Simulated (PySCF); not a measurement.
# Name the molecule from its bond curve

A diatomic of charge +1 contains Li. Its doublet curve at UHF-SCS-MP2 in a double-zeta basis (no relativity, PySCF), in eV from the separated fragments:

(R (Å), E (eV)): (2.119, -0.583), (2.218, -0.680), (2.316, -0.734), (2.390, -0.754), (2.464, -0.760), (2.538, -0.757), (2.636, -0.741), (2.760, -0.708), (2.908, -0.658), (3.105, -0.585)

The fit gives ωe = 336 cm⁻¹ and the rotational constant Bₑ = 0.6440 cm⁻¹.

Q: Which atom is the partner?

A: The minimum lies at 2.471 Å, so the reduced mass is 16.8576 u Å² cm⁻¹/(Bₑ·Re²) = 4.287 u. With Li at 7.02 u the partner weighs about 11.0 u: B. The molecule is LiB⁺.

Correlated steps freeze 1 core orbital. The state was picked by a PBE0 search and need not be the measured ground state.
